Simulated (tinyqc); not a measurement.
Inside a calculation. Method: MP2 on RHF in the sto-6g basis, frozen core, for H2O, spin multiplicity 1. One step of it, computed by the program tinyqc.

Task: Orthogonalisation. S = U s U^T; canonical form X = U s^(-1/2), so that X^T S X = 1. Each column of U has its largest component positive (the first on a tie).

overlap S, order 1O 1s, 1O 2s, 1O 2px, 1O 2py, 1O 2pz, 2H 1s, 3H 1s:
$$\begin{pmatrix}
1.000000 & 0.231145 & 0.000000 & 0.000000 & 0.000000 & 0.042980 & 0.042980 \\
0.231145 & 1.000000 & 0.000000 & 0.000000 & 0.000000 & 0.407344 & 0.407344 \\
0.000000 & 0.000000 & 1.000000 & 0.000000 & 0.000000 & 0.000000 & 0.000000 \\
0.000000 & 0.000000 & 0.000000 & 1.000000 & 0.000000 & 0.297909 & -0.297909 \\
0.000000 & 0.000000 & 0.000000 & 0.000000 & 1.000000 & 0.188049 & 0.188049 \\
0.042980 & 0.407344 & 0.000000 & 0.297909 & 0.188049 & 1.000000 & 0.162697 \\
0.042980 & 0.407344 & 0.000000 & -0.297909 & 0.188049 & 0.162697 & 1.000000
\end{pmatrix}$$

Give: eigenvalues of S; X.

Result:

eigenvalues of S: [0.4162, 0.4896, 0.8975, 1.0000, 1.0823, 1.3477, 1.7667]

X, order 1O 1s, 1O 2s, 1O 2px, 1O 2py, 1O 2pz, 2H 1s, 3H 1s:
$$\begin{pmatrix}
-0.3280 & 0.0000 & 0.7447 & 0.0000 & -0.6078 & 0.0000 & 0.1807 \\
1.0820 & 0.0000 & -0.2641 & 0.0000 & -0.2705 & 0.0000 & 0.4582 \\
0.0000 & 0.0000 & 0.0000 & 1.0000 & 0.0000 & 0.0000 & 0.0000 \\
0.0000 & 0.9098 & 0.0000 & 0.0000 & 0.0000 & 0.6643 & 0.0000 \\
0.4396 & 0.0000 & 0.6531 & 0.0000 & 0.6628 & 0.0000 & 0.1864 \\
-0.6823 & -0.7794 & -0.1780 & 0.0000 & 0.1451 & 0.3877 & 0.3799 \\
-0.6823 & 0.7794 & -0.1780 & 0.0000 & 0.1451 & -0.3877 & 0.3799
\end{pmatrix}$$
